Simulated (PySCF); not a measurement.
Species: P₂H₄.
Numbering: `[PH2:1][PH2:2]` (hydrogens: H3, H4 on P1; H5, H6 on P2)

Method: PySCF, PBE0-D3(BJ)/def2-SVP geometry optimisation, gas phase; density fitting, grid level 1; the optimiser is geomeTRIC in internal coordinates, started from a GFN2-xTB structure with every atom displaced at random (about 0.01 Å).

Step 0: E = -18629.3437 eV
```
atom  x, y, z in Å  |  force x, y, z in eV/Å
P1      0.5179    0.8766   -0.3118   -0.892   1.596  -1.310
P2     -0.5026   -0.9091    0.3015    0.211  -1.540   0.496
H3      1.3359    0.9167    0.7752    1.028   0.033   1.334
H4      1.4700    0.2333   -1.1031    0.518  -0.416  -0.402
H5     -1.3664   -0.9220   -0.8005   -0.408  -0.018  -0.517
H6     -1.4307   -0.2255    1.0940   -0.457   0.345   0.400
```

Task: Estimate the geometry and energy of step 1. (The exact step hangs on the optimiser's Hessian estimate; all steps are aligned on step 0, rigid shifts and turns removed.)

Result: E = -18629.4927 eV, largest force 0.465 eV/Å
```
atom  x, y, z in Å  |  force x, y, z in eV/Å
P1      0.5241    0.9199   -0.3409    0.406   0.121   0.190
P2     -0.5198   -0.9468    0.3035   -0.217  -0.075   0.037
H3      1.3931    0.9558    0.8231   -0.263  -0.049  -0.358
H4      1.5066    0.2259   -1.1301   -0.113   0.054   0.118
H5     -1.4147   -0.9484   -0.8207    0.091   0.014   0.094
H6     -1.4651   -0.2363    1.1205    0.095  -0.064  -0.081
```

The energy changes by -0.1490 eV. The first-order estimate −F·Δx gives -0.3671 eV and the mean of the old and new forces, exact on a quadratic surface, -0.1614 eV. The step makes an angle of 40° with the force vector and moves no atom by more than 0.084 Å.

The cost below is that of the whole optimisation. Time: 3.7 s of wall time; peak memory 0.27 GiB. Hardware: an Arm Neoverse V1 with one thread (shared host).
